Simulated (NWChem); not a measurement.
**AlHClO (SMILES [O][AlH][Cl]) at 4 levels**

Aim: a comparison of 4 runs (UB3LYP/cc-pVTZ, UB3LYP/jun-cc-pV(D+d)Z, UB3LYP/cc-pVDZ, UB3LYP/aug-cc-pVDZ) of AlHClO. 

The calculation is run with NWChem 7.3.0.

**1. The structure to begin with**

The species is AlHClO (4 atoms), meant as a doublet with charge 0. SMILES: `[O][AlH][Cl]`. The coordinates come from a PBE0-D4/def2-TZVP relaxation.

Bond lengths: O1–Al2 1.729 Å, Al2–Cl3 2.081 Å, Al2–H4 1.566 Å. Angles: O1–Al2–Cl3 116.2°, O1–Al2–H4 118.8°, Cl3–Al2–H4 125.0°.

**2. Energy and gradient at UB3LYP/cc-pVTZ (run 1)**

input.nw reads:

```
start input
memory total 2200 mb
charge 0

geometry units angstroms noautosym nocenter noautoz
 O      0.290600    -1.035900     1.350600
 Al     0.118400     0.049000     0.015600
 Cl    -1.573200    -0.210600    -1.168800
 H      1.219700     1.137300    -0.217800
end

basis spherical bse
 * library cc-pVTZ
end

dft
 xc b3lyp
 mult 2
 grid fine
 convergence energy 1e-08
 maxiter 100
 mulliken
 print low
end

task dft gradient
```

Started as:

```sh
$ nwchem input.nw > input.out
```

Log:

```text
[...]
 d= 0,ls=0.0,diis     1   -778.2911237996 -8.97D+02  1.61D-02  3.61D-01     6.8
[...]
 d= 0,ls=0.0,diis    15   -778.5779454724 -3.57D-09  2.69D-07  2.90D-10    76.3
[...]
         Total DFT energy =     -778.577945472357
      One electron energy =    -1313.693175313333
           Coulomb energy =      472.137158156541
    Exchange-Corr. energy =      -55.912518166589
 Nuclear repulsion energy =      118.890589851024
[...]
      Total Density - Mulliken Population Analysis
     ---------------------------------------------
    Atom       Charge   Shell Charges
 -----------   ------   -------------------------------------------------------
    1 O    8     8.26   1.94  0.27  1.04  0.61  1.25  1.93  1.22  0.00  0.01  0.00
    2 Al  13    12.44   2.00  1.89  0.22  0.65  0.11  5.26  0.80  0.90  0.16  0.22  0.16  0.08
    3 Cl  17    17.20   2.00  1.83  0.25  1.19  0.63  5.80  1.17  2.82  1.50  0.00  0.01  0.00
    4 H    1     1.09   0.24  0.52  0.33  0.00  0.01  0.00
[...]
      <S2> =      0.7535 (Exact =     0.7500)
                         DFT ENERGY GRADIENTS
    atom               coordinates                        gradient
                 x          y          z           x          y          z
   1 O       0.549154  -1.957567   2.552264   -0.000621   0.003043  -0.003863
   2 Al      0.223744   0.092597   0.029480   -0.004620  -0.004233   0.000613
   3 Cl     -2.972917  -0.397976  -2.208712    0.004728   0.000655   0.003388
   4 H       2.304899   2.149185  -0.411582    0.000513   0.000534  -0.000138
 Task  times  cpu:      120.1s     wall:      120.1s
 Total times  cpu:      120.2s     wall:      120.2s
```

Run time: 2 min. Hardware: 1 thread of Intel Xeon Platinum 8559C (Emerald Rapids), shared host; peak memory 0.14 GiB.

**3. Energy and forces at UB3LYP/jun-cc-pV(D+d)Z (run 2)**

alclho.nw reads:

```
start alclho
title "AlClHO gradient"
memory total 2200 mb
geometry noautosym nocenter noautoz
 O      0.290600    -1.035900     1.350600
 Al     0.118400     0.049000     0.015600
 Cl    -1.573200    -0.210600    -1.168800
 H      1.219700     1.137300    -0.217800
end
basis spherical bse
 * library "jun-cc-pV(D+d)Z"
end
dft
 xc b3lyp
 mult 2
 grid fine
 convergence energy 1e-08
 maxiter 100
 mulliken
 print low
end
task dft gradient
```

Started as:

```sh
$ nwchem alclho.nw > alclho.out
```

Log:

```text
[...]
 d= 0,ls=0.0,diis     1   -778.2468964296 -8.97D+02  5.69D-02  3.11D-01     3.6
[...]
 d= 0,ls=0.0,diis    15   -778.5327059784 -1.29D-09  3.16D-07  9.93D-11    37.6
[...]
         Total DFT energy =     -778.532705978386
      One electron energy =    -1313.311155919115
           Coulomb energy =      471.796458240417
    Exchange-Corr. energy =      -55.908598150712
 Nuclear repulsion energy =      118.890589851024
[...]
      Total Density - Mulliken Population Analysis
     ---------------------------------------------
    Atom       Charge   Shell Charges
 -----------   ------   -------------------------------------------------------
    1 O    8     8.28   2.01  0.88  1.03 -0.01  2.69  1.61  0.07  0.00
    2 Al  13    12.47   2.00  2.03  0.67  0.22  0.01  6.01  0.94  0.23 -0.00  0.02  0.33
    3 Cl  17    17.18   2.00  2.03  0.96  0.92  0.01  6.00  3.11  2.06  0.07  0.00  0.01
    4 H    1     1.07   0.71  0.35  0.01
[...]
      <S2> =      0.7535 (Exact =     0.7500)
                         DFT ENERGY GRADIENTS
    atom               coordinates                        gradient
                 x          y          z           x          y          z
   1 O       0.549154  -1.957567   2.552264   -0.001087   0.006449  -0.007990
   2 Al      0.223744   0.092597   0.029480   -0.005095  -0.007748   0.004042
   3 Cl     -2.972917  -0.397976  -2.208712    0.006050   0.000999   0.004160
   4 H       2.304899   2.149185  -0.411582    0.000132   0.000300  -0.000212
 Task  times  cpu:       59.4s     wall:       59.4s
 Total times  cpu:       59.5s     wall:       59.5s
```

Wall time 60 s (1 thread of Intel Xeon Platinum 8559C (Emerald Rapids), shared host); peak memory 0.12 GiB.

Run 3 isn't shown in full; the table further down has it.

**4. Energy and gradient at UB3LYP/aug-cc-pVDZ (run 4)**

run.nw reads:

```
start run
title "AlClHO"
memory 2200 mb
geometry noautosym nocenter noautoz
   O     0.290600   -1.035900    1.350600
   Al    0.118400    0.049000    0.015600
   Cl   -1.573200   -0.210600   -1.168800
   H     1.219700    1.137300   -0.217800
end
basis spherical bse
   O library aug-cc-pVDZ
   Al library aug-cc-pVDZ
   Cl library aug-cc-pVDZ
   H library aug-cc-pVDZ
end
dft
   xc b3lyp
   mult 2
   grid fine
   convergence energy 1e-08
   maxiter 100
   mulliken
   noprint "final vectors analysis"
end
task dft gradient
```

Started as:

```sh
$ nwchem run.nw > run.out
```

Log:

```text
[...]
          Wavefunction type:  spin polarized.
          No. of atoms     :     4
          No. of electrons :    39
[...]
          Charge           :     0
          Spin multiplicity:     2
[...]
          AO basis - number of functions:    86
[...]
              XC Information
              --------------
                         B3LYP Method XC Potential
                     Hartree-Fock (Exact) Exchange  0.200
                        Slater Exchange Functional  0.800 local
                    Becke 1988 Exchange Functional  0.720 non-local
              Lee-Yang-Parr Correlation Functional  0.810
                  VWN I RPA Correlation Functional  0.190 local
[...]
 d= 0,ls=0.0,diis     1   -778.2446001809 -8.97D+02  2.63D-02  3.03D-01     4.4
[...]
 d= 0,ls=0.0,diis    15   -778.5292402370 -1.94D-09  3.13D-07  1.16D-10    46.3
[...]
         Total DFT energy =     -778.529240236978
      One electron energy =    -1313.284776809335
           Coulomb energy =      471.771295887401
    Exchange-Corr. energy =      -55.906349166067
 Nuclear repulsion energy =      118.890589851024
[...]
      <S2> =      0.7537 (Exact =     0.7500)
[...]
  wavefunction    = open shell
                         DFT ENERGY GRADIENTS
    atom               coordinates                        gradient
                 x          y          z           x          y          z
   1 O       0.549154  -1.957567   2.552264   -0.001431   0.009586  -0.011716
   2 Al      0.223744   0.092597   0.029480   -0.009958  -0.011035   0.003414
   3 Cl     -2.972917  -0.397976  -2.208712    0.011775   0.001852   0.008197
   4 H       2.304899   2.149185  -0.411582   -0.000386  -0.000402   0.000105
[...]
```

Wall time 76 s (1 thread of Intel Xeon Platinum 8559C (Emerald Rapids), shared host); peak memory 0.12 GiB.

**5. Overview of the runs**

```
run                   level  energy (Eh)   ⟨S²⟩  largest force (eV/Å)  wall time
  1          UB3LYP/cc-pVTZ  -778.577945  0.753                 0.324      2 min
  2  UB3LYP/jun-cc-pV(D+d)Z  -778.532706  0.753                 0.531       60 s
  3          UB3LYP/cc-pVDZ  -778.513945  0.753                 0.971       39 s
  4      UB3LYP/aug-cc-pVDZ  -778.529240  0.754                 0.784       76 s
```

**6. Results**

| quantity | value |
| --- | --- |
| run 4: total energy | -778.52924 Eh |
| run 4: dipole moment | 1.51 D |
| run 4: ⟨S²⟩ | 0.754 |
| run 4: largest force on an atom | 0.784 eV/Å |

Over the runs the total energy spans 1.742 eV. All runs together took 4.9 min, the longest 2 min.
